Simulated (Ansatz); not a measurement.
The first iterations of a band of C2H7Al + H2 (12 atoms, charge 0, multiplicity 1).

Theory: Ansatz, RKS PBE0/6-31G*.

```
movable images  : 2
climbing image  : no
spring          : 5.0 eV/Å²
optimiser       : quadratic models (default)
start path      : through a guess of the saddle point
force threshold : 0.05 eV/Å
iteration limit : 60
end points      : relaxed
```

Initial state:

```xyz
12
Properties=species:S:1:pos:R:3
Al -0.091 -0.010 0.389
C 0.082 0.159 2.351
H -0.830 -0.212 2.840
H 0.902 -0.481 2.706
C 0.346 1.605 2.798
H 0.446 1.684 3.888
H 1.271 2.004 2.364
H -0.468 2.280 2.505
H 1.213 -0.084 -0.534
H -1.518 0.102 -0.323
H -0.312 -2.323 0.125
H -0.198 -2.278 0.865
```

Final state:

```xyz
12
Properties=species:S:1:pos:R:3
Al -0.502 -0.776 -0.146
C 0.408 -0.025 2.387
H -0.591 -0.476 2.303
H 0.962 -0.642 3.102
C 0.318 1.434 2.808
H -0.185 1.527 3.777
H 1.313 1.880 2.902
H -0.250 2.021 2.079
H 0.879 -0.614 -0.931
H -1.518 0.453 -0.089
H -0.961 -2.222 0.347
H 0.971 -0.115 1.437
```

| iteration | highest image above the first end (eV) | largest band force component (eV/Å) |
| --- | --- | --- |
| 1 | 2.570 | 5.751 |
| 2 | 1.595 | 3.545 |
| 3 | 0.458 | 1.651 |
| 4 | 0.597 | 1.646 |
| 5 | 0.417 | 0.346 |

**Question.** Does the band converge within its limit, and where does its top end?

**Answer.** It converged. It ended after 17 iterations with the highest image 0.092 eV above the first end. No image climbed, so the highest image needn't sit at the top of the path. A band with more images between the same ends climbed to 1.08 eV, so this one has probably stepped over the top. So few images can step over the top or miss a turn of the path. The orbitals stay closed-shell, which can raise the energy where a bond breaks towards radicals; this wasn't checked here.

The run took 110 s on 1 thread of Arm Neoverse V1, on a shared host, peak memory 0.13 GiB.
